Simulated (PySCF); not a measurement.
**Towards the basis-set limit for SiP⁻**

State: ¹Σ⁺, singlet, closed shell. De refers to Si⁻ + P. RHF-based CCSD(T) in PySCF 2.14 with Si aug-cc-pV(D+d)Z, P aug-cc-pV(D+d)Z and Si aug-cc-pV(T+d)Z, P aug-cc-pV(T+d)Z (frozen core orbitals: 10; no relativity). Correlation energies are extrapolated as n⁻³ (n = 2, 3), Hartree–Fock as (n+1)·exp(−9√n). CV is the change on freezing 2 orbitals instead, in Si cc-pwCVTZ, P cc-pwCVTZ. SR is the spin-free X2C energy in Si cc-pVTZ-DK, P cc-pVTZ-DK less the non-relativistic one in Si cc-pVTZ, P cc-pVTZ.

| Level | Re (Å) | ωe (cm⁻¹) | ωexe (cm⁻¹) | αe (cm⁻¹) | De (eV) |
| --- | --- | --- | --- | --- | --- |
| CCSD(T)/DZ | 2.0491 | 648.2 | 2.51 | 0.00142 | 4.567 |
| CCSD(T)/TZ | 2.0308 | 661.5 | 2.41 | 0.00139 | 5.034 |
| HF/CBS | 1.9803 | 757.5 | 1.91 | 0.00114 | 2.385 |
| MP2/CBS | 2.0305 | 650.4 | 2.71 | 0.00151 | 5.342 |
| CCSD/CBS | 2.0089 | 698.6 | 2.15 | 0.00128 | 4.830 |
| CCSD(T)/CBS | 2.0259 | 665.9 | 2.39 | 0.00139 | 5.209 |
| CCSD(T)/CBS+CV | 2.0199 | 669.1 | 2.39 | 0.00140 | 5.238 |
| CCSD(T)/CBS+CV+SR | 2.0194 | 667.9 | 2.39 | 0.00140 | 5.226 |

**Question.** How much is left between CCSD(T)/TZ and the basis-set limit, and how much do the triples give at the limit?

**Answer.** CCSD(T)/CBS less CCSD(T)/TZ: -4.9 mÅ in Re, +4.4 cm⁻¹ in ωe and +0.175 eV in De. CCSD(T)/CBS less CCSD/CBS: +17.0 mÅ in Re, -32.7 cm⁻¹ in ωe and +0.379 eV in De.

**Question.** What do the later terms add?

**Answer.** CV: -6.0 mÅ in Re, +3.2 cm⁻¹ in ωe and +0.029 eV in De; SR: -0.5 mÅ in Re, -1.2 cm⁻¹ in ωe and -0.012 eV in De, each against the row above.

The T1 diagnostic is 0.022, large enough to doubt a single reference. The open-shell atoms are computed with UHF. Spin–orbit coupling, excitations beyond (T) and corrections to the Born–Oppenheimer picture are left out.

The whole job (state search and all basis sets along the bond) took about 7.9 min on 4 threads of Intel Xeon Platinum 8259CL @ 2.50GHz (shared host), peak memory 3.8 GiB.
